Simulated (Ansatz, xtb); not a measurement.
**C3H6O: which of two isomers lies lower**

Structure X: `C/C=C/O`, a singlet. Structure Y: `C/C=C\O`, a singlet. Both are isolated molecules in the gas phase, relaxed with B3LYP-D3(BJ)/def2-SVP; the shapes shown needn't be the lowest conformers.

X (Å):

```xyz
10

C    -1.1443   -0.7517   -1.8659
C     0.1329   -1.5269   -1.7422
C     0.1975   -2.8017   -1.3444
O     1.3738   -3.4833   -1.2403
H    -1.1441    0.1422   -1.2171
H    -2.0189   -1.3625   -1.5895
H    -1.3039   -0.3893   -2.8970
H     1.0739   -1.0236   -1.9914
H    -0.7110   -3.3605   -1.0809
H     1.1966   -4.3808   -0.9386
```

Y (Å):

```csv
atom,x (Å),y (Å),z (Å)
C,-1.0824,-0.8323,-1.3662
C,-0.1851,-1.6401,-2.2553
C,0.4854,-2.7338,-1.8743
O,0.4190,-3.2373,-0.6071
H,-0.7365,0.2135,-1.2872
H,-2.1128,-0.7934,-1.7616
H,-1.1222,-1.2553,-0.3526
H,-0.0586,-1.3248,-3.2952
H,1.1267,-3.2791,-2.5772
H,0.9722,-4.0233,-0.5461
```

Energies in hartree; the thermal terms are from B3LYP-D3(BJ)/def2-SVP harmonic frequencies (ideal gas, rigid rotor, one conformer each, 298.15 K, 1 atm) and include the zero-point energy:

```
                               X           Y
E, CCSD(T)/def2-TZVP  −192.795555  −192.796854
   zero-point energy     0.084124     0.084354
        H(298 K) − E     0.090338     0.090555
        G(298 K) − E     0.056962     0.056828
```

Question: Work out ΔE, ΔE₀, ΔH and ΔG for X → Y in kcal/mol (1 Eh = 627.51 kcal/mol) and the equilibrium ratio [Y]/[X].

Answer: 1. ΔE = −192.796854 − (−192.795555) = −0.001299 Eh = −0.82 kcal/mol.
2. ΔE₀ = ΔE + ΔZPE = −0.001299 + (+0.000230) Eh = −0.67 kcal/mol.
3. ΔH = ΔE + (+0.000217) Eh = −0.68 kcal/mol.
4. ΔG = ΔE + (−0.000134) Eh = −0.90 kcal/mol, so ΔS = (ΔH − ΔG)/T = +3.1 J/(mol K).
5. kT = 0.9442 mEh, so K = [Y]/[X] = exp(−ΔG/kT) = exp(+1.52) ≈ 4.6.

The two are too close for this level to say which is favoured. An error of 1 kcal/mol in ΔG would change K by a factor of 5.4. Mirror images and further conformers aren't counted.

As drawn, both hold the same kinds of bond in the same numbers.

Other levels gave ΔE = +0.6 (GFN2-xTB); −0.1 (HF/STO-3G, GFN2-xTB geometries); −1.1 (r2SCAN-D4/def2-SVP, GFN2-xTB geometries); −0.9 (B3LYP-D3(BJ)/def2-SVP); −0.7 (HF/def2-TZVP); −0.9 (MP2/def2-TZVP) kcal/mol. The correlated steps freeze 4 core orbitals. Programs: Ansatz 0.2.0, xtb 6.7.1.
